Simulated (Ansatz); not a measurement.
Process, species as SMILES: CCl (CH3-Cl) + [H][H] (H2) → C (CH4) + Cl (HCl)
B3LYP-D3(BJ)/def2-TZVP geometries, fixed; electronic energies without zero-point terms.

How fast the energy of full hydrogenation converges with the basis for several methods (Ansatz, a program for electronic structure): deviation from each method's own reference, in kcal/mol. References: CCSD(T) -22.20 kcal/mol, Hartree-Fock in aug-cc-pV(Q+d)Z plus the correlation part extrapolated as X^-3 from aug-cc-pV(T+d)Z and aug-cc-pV(Q+d)Z; HF -24.68 kcal/mol, the value in pcseg-4; MP2 -21.71 kcal/mol, Hartree-Fock in aug-cc-pV(Q+d)Z plus the correlation part extrapolated as X^-3 from aug-cc-pV(T+d)Z and aug-cc-pV(Q+d)Z; PBE -21.85 kcal/mol, the value in pcseg-4; PBE0 -22.90 kcal/mol, the value in pcseg-4; wB97M-V -22.40 kcal/mol, the value in pcseg-4. All functions are spherical. In correlated methods cores are frozen. No added dispersion term, no relativity. Functionals ending in -V hold VV10 correlation. 

| basis | functions | CCSD(T) | HF | MP2 | PBE | PBE0 | wB97M-V |
|---|---|---|---|---|---|---|---|
| cc-pV(D+d)Z | 52 | … | -1.65 | -2.11 | -0.19 | -0.64 | -1.04 |
| aug-pcseg-1 | 77 | … | -0.99 | -1.97 | -0.37 | -0.47 | -0.76 |
| 6-311++G(2d,2p) | 92 | … | -0.33 | -1.32 | -0.21 | -0.21 | -0.09 |
| pcseg-2 | 106 | … | -0.01 | -0.80 | -0.04 | 0.00 | -0.19 |
| cc-pV(T+d)Z | 111 | … | -0.11 | -1.09 | -0.04 | -0.06 | -0.06 |
| jun-cc-pV(T+d)Z | 129 | … | -0.08 | -0.91 | -0.14 | -0.11 | -0.16 |
| 6-311++G(3df,3pd) | 140 | … | 0.11 | -0.75 | -0.01 | 0.05 | 0.07 |
| aug-pcseg-2 | 165 | … | 0.13 | -0.40 | -0.03 | 0.04 | -0.20 |
| aug-cc-pV(T+d)Z | 170 | … | -0.04 | -0.50 | -0.13 | -0.09 | -0.10 |
| def2-QZVPP | 217 | … | 0.00 | -0.52 | -0.02 | -0.02 | 0.03 |
| pcseg-3 | 223 | … | -0.02 | -0.47 | -0.01 | -0.01 | 0.01 |
| aug-pcseg-3 | 321 | … | 0.00 | -0.27 | -0.02 | -0.02 | -0.01 |

Some entries are withheld; supply them.


- cc-pV(D+d)Z, CCSD(T): -2.00
- aug-pcseg-1, CCSD(T): -1.87
- 6-311++G(2d,2p), CCSD(T): -0.94
- pcseg-2, CCSD(T): -0.64
- cc-pV(T+d)Z, CCSD(T): -1.08
- jun-cc-pV(T+d)Z, CCSD(T): -0.88
- 6-311++G(3df,3pd), CCSD(T): -0.63
- aug-pcseg-2, CCSD(T): -0.26
- aug-cc-pV(T+d)Z, CCSD(T): -0.47
- def2-QZVPP, CCSD(T): -0.48
- pcseg-3, CCSD(T): -0.44
- aug-pcseg-3, CCSD(T): -0.25

Mean absolute deviation over 6-311++G(2d,2p), pcseg-2, cc-pV(T+d)Z, jun-cc-pV(T+d)Z, 6-311++G(3df,3pd), aug-pcseg-2, aug-cc-pV(T+d)Z: PBE0 0.08, PBE 0.09, HF 0.12, wB97M-V 0.12, CCSD(T) 0.70, MP2 0.82 kcal/mol.
